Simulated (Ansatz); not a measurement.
InH4⁻, singlet: the ladder up to RCCSDT(Q)

All five atoms lie in one plane.

Geometry: that of the InH4⁻, triplet, kept fixed.

```yaml
atoms:
  - { symbol: In, position_ang: [0.0000, 0.0000, 0.0000] }
  - { symbol: H, position_ang: [1.2631, 0.0000, 1.2631] }
  - { symbol: H, position_ang: [-1.2631, 0.0000, 1.2631] }
  - { symbol: H, position_ang: [-1.2631, 0.0000, -1.2631] }
  - { symbol: H, position_ang: [1.2631, 0.0000, -1.2631] }
```

Basis def2-TZVPD with its core potentials; Ansatz 0.2.0. Correlated methods freeze the noble-gas cores and the filled d shells of p-block atoms, which leaves 8 electrons in 83 orbitals. R marks a restricted (for open shells ROHF) determinant. Active spaces: valence = (8e, 8o) chosen from the atoms' valence shells. No spin–orbit coupling is included; scalar relativity enters through the core potentials alone.

Full CI isn't at hand for all of this; RCCSDT(Q) serves as the reference, and is uncertain by about the last step of the cluster series.

- UHF ⟨S²⟩: 0.000
- T1 diagnostic (RCCSD): 0.0108
- largest doubles amplitude (RCCSD): 0.036

```json
{"level": "RHF", "E − E(RCCSDT(Q)) (kJ/mol)": "386.1", "share of correlation (%)": "0.00", "wall time": "–"}
{"level": "RMP2", "E − E(RCCSDT(Q)) (kJ/mol)": "89.2", "share of correlation (%)": "76.90", "wall time": "–"}
{"level": "RCCSD", "E − E(RCCSDT(Q)) (kJ/mol)": "9.0", "share of correlation (%)": "97.67", "wall time": "–"}
{"level": "RCCSD(T)", "E − E(RCCSDT(Q)) (kJ/mol)": "2.0", "share of correlation (%)": "99.47", "wall time": "8 s"}
{"level": "BCCD(T)", "E − E(RCCSDT(Q)) (kJ/mol)": "2.0", "share of correlation (%)": "99.48", "wall time": "2.8 s"}
{"level": "RCCSDT", "E − E(RCCSDT(Q)) (kJ/mol)": "0.2", "share of correlation (%)": "99.95", "wall time": "–"}
{"level": "CASSCF (valence space)", "E − E(RCCSDT(Q)) (kJ/mol)": "273.1", "share of correlation (%)": "29.26", "wall time": "–"}
{"level": "NEVPT2 (valence space)", "E − E(RCCSDT(Q)) (kJ/mol)": "74.5", "share of correlation (%)": "80.71", "wall time": "6.5 s"}
{"level": "MRCISD (valence space)", "E − E(RCCSDT(Q)) (kJ/mol)": "12.0", "share of correlation (%)": "96.89", "wall time": "–"}
{"level": "MRCISD+Q (valence space)", "E − E(RCCSDT(Q)) (kJ/mol)": "-4.3", "share of correlation (%)": "101.11", "wall time": "6 s (H100)"}
```

The correlation energy at RCCSDT(Q), counted from RHF, is -4.002 eV. That run took 5.5 s on 2 threads of AMD EPYC 7R13 with a shared H100 80 GB, shared host.

Times hold each run's SCF and search for its determinant on a shared host, so for small cases they say little of a method's own cost; rows without a card ran on 1 thread of AMD EPYC 7R13.

Natural occupations of CASSCF (valence space) about the gap: 1.987 1.982 1.982 1.965 0.040 0.019 0.019 0.006; effectively unpaired electrons, Σ n²(2−n)², 0.02.
